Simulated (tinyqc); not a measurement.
Worked calculation: RHF in the sto-3g basis, for H2O, spin multiplicity 1. One step of it, computed by the program tinyqc.

Task: Iteration 2: diagonalisation and new density. Diagonalise F' = X^T F X, C = X C', fill 5 alpha and 5 beta electrons from the bottom; D = 2 C_occ C_occ^T. Each column has its largest component positive (the first on a tie).

extrapolated F (hartree):
```
             1O 1s      1O 2s     1O 2px     1O 2py     1O 2pz      2H 1s      3H 1s
1O 1s   -20.201512  -5.153905   0.000000  -0.001118  -0.025145  -1.110177  -1.013370
1O 2s    -5.153905  -2.428827   0.000000  -0.011179  -0.105328  -0.950802  -0.888850
1O 2px    0.000000   0.000000  -0.381669   0.000000   0.000000   0.000000   0.000000
1O 2py   -0.001118  -0.011179   0.000000  -0.275469  -0.013845  -0.374334   0.358031
1O 2pz   -0.025145  -0.105328   0.000000  -0.013845  -0.278769  -0.339745  -0.327817
2H 1s    -1.110177  -0.950802   0.000000  -0.374334  -0.339745  -0.514528  -0.323355
3H 1s    -1.013370  -0.888850   0.000000   0.358031  -0.327817  -0.323355  -0.465208
```

X:
```
            1O 1s      1O 2s    1O 2px     1O 2py     1O 2pz      2H 1s      3H 1s
1O 1s    1.024013  -0.141016  0.000000  -0.000589  -0.009092   0.021610   0.020550
1O 2s   -0.141016   1.212104  0.000000   0.008859   0.094740  -0.281790  -0.255590
1O 2px   0.000000   0.000000  1.000000   0.000000   0.000000   0.000000   0.000000
1O 2py  -0.000589   0.008859  0.000000   1.100215   0.003793  -0.218721   0.206145
1O 2pz  -0.009092   0.094740  0.000000   0.003793   1.047201  -0.139582  -0.129135
2H 1s    0.021610  -0.281790  0.000000  -0.218721  -0.139582   1.189184  -0.076949
3H 1s    0.020550  -0.255590  0.000000   0.206145  -0.129135  -0.076949   1.166741
```

Give: F' = X^T F X; orbital energies; coefficients C; D after iteration 2.

Result:

F' = X^T F X (hartree):
```
          1        2        3        4        5        6        7
1  -19.8243  -2.6856   0.0000  -0.0008  -0.0512  -0.1662  -0.1394
2   -2.6856  -1.2792   0.0000   0.0037   0.1012  -0.4743  -0.4357
3    0.0000   0.0000  -0.3817   0.0000   0.0000   0.0000   0.0000
4   -0.0008   0.0037   0.0000  -0.0061  -0.0063  -0.4382   0.4217
5   -0.0512   0.1012   0.0000  -0.0063  -0.1406  -0.3169  -0.3027
6   -0.1662  -0.4743   0.0000  -0.4382  -0.3169   0.0178  -0.0899
7   -0.1394  -0.4357   0.0000   0.4217  -0.3027  -0.0899   0.0112
```

orbital energies (hartree): MO1 -20.2101, MO2 -1.2316, MO3 -0.5614, MO4 -0.4132, MO5 -0.3817, MO6 0.5331, MO7 0.6621

coefficients C:
```
            MO1      MO2      MO3      MO4     MO5      MO6      MO7
1O 1s    0.9942  -0.2388   0.0091   0.0976  0.0000   0.1183  -0.0186
1O 2s    0.0257   0.8745  -0.0476  -0.5169  0.0000  -0.7682   0.1339
1O 2px   0.0000   0.0000   0.0000   0.0000  1.0000   0.0000   0.0000
1O 2py   0.0003   0.0118   0.6092  -0.0253  0.0000   0.1204   0.9563
1O 2pz   0.0037   0.1067   0.0365   0.7523  0.0000  -0.7434   0.1025
2H 1s   -0.0057   0.1452   0.4492   0.2947  0.0000   0.6599  -0.9067
3H 1s   -0.0052   0.1290  -0.4322   0.3441  0.0000   0.8411   0.6803
```

D after iteration 2:
```
          1O 1s    1O 2s  1O 2px   1O 2py   1O 2pz    2H 1s    3H 1s
1O 1s    2.1103  -0.4684  0.0000   0.0010   0.1039  -0.0150  -0.0127
1O 2s   -0.4684   2.0695  0.0000  -0.0112  -0.5943  -0.0938  -0.0891
1O 2px   0.0000   0.0000  2.0000   0.0000   0.0000   0.0000   0.0000
1O 2py   0.0010  -0.0112  0.0000   0.7439   0.0089   0.5359  -0.5410
1O 2pz   0.1039  -0.5943  0.0000   0.0089   1.1573   0.5071   0.5136
2H 1s   -0.0150  -0.0938  0.0000   0.5359   0.5071   0.6195  -0.1480
3H 1s   -0.0127  -0.0891  0.0000  -0.5410   0.5136  -0.1480   0.6437
```
